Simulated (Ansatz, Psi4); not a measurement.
## Worked example: vertical ionisation energy of C2H8N2 (1,1-dimethylhydrazine)

C2H8N2 has 12 atoms, charge 0, and is taken as a singlet. As SMILES, `CN(C)N`. The coordinates come from a PBE0-D4/def2-TZVP relaxation. This is one conformer, not always the lowest.

```csv
atom,x (Å),y (Å),z (Å)
C,-0.9528,-0.7992,-0.0478
N,-0.0543,0.2049,0.4718
C,1.3290,-0.1610,0.2852
N,-0.2732,1.4766,-0.0988
H,-0.7589,-1.7594,0.4357
H,-0.8449,-0.9352,-1.1408
H,-1.9862,-0.5144,0.1619
H,1.5275,-1.1054,0.7966
H,1.9638,0.6156,0.7097
H,1.5959,-0.2853,-0.7803
H,-0.4342,1.3953,-1.1064
H,-1.1115,1.8675,0.3131
```

Both states at this one shape; open shells run unrestricted unless said. 1 Eh = 27.2114 eV.

| level | program | singlet C2H8N2 (Eh) | doublet [C2H8N2]+ (Eh) | HOMO of the first (eV) |
| --- | --- | --- | --- | --- |
| HF/6-31G* (spherical functions) | Ansatz | -189.230685 | -188.953935 | -9.85 |
| B3LYP/6-31G* (spherical functions) | Ansatz | -190.478063 | -190.165459 | -5.86 |
| wB97X/6-31G* (spherical functions) | Psi4 | -190.427647 | -190.111420 | -8.56 |

Question: Work out the vertical ionisation energy at each level.

Answer: 
1. HF/6-31G* (spherical functions): -188.953935 − (-189.230685) = 0.276750 Eh = 7.53 eV; −ε(HOMO) = 9.85 eV.
2. B3LYP/6-31G* (spherical functions): -190.165459 − (-190.478063) = 0.312604 Eh = 8.51 eV; −ε(HOMO) = 5.86 eV.
3. wB97X/6-31G* (spherical functions): -190.111420 − (-190.427647) = 0.316227 Eh = 8.60 eV; −ε(HOMO) = 8.56 eV.

No measured value is set beside it here; the levels span 7.53 to 8.60 eV. In Hartree–Fock, −ε(HOMO) (Koopmans) exceeds the difference of totals by the orbital relaxation of the ion. Hartree–Fock favours the state with fewer electron pairs, since it lacks pair correlation.
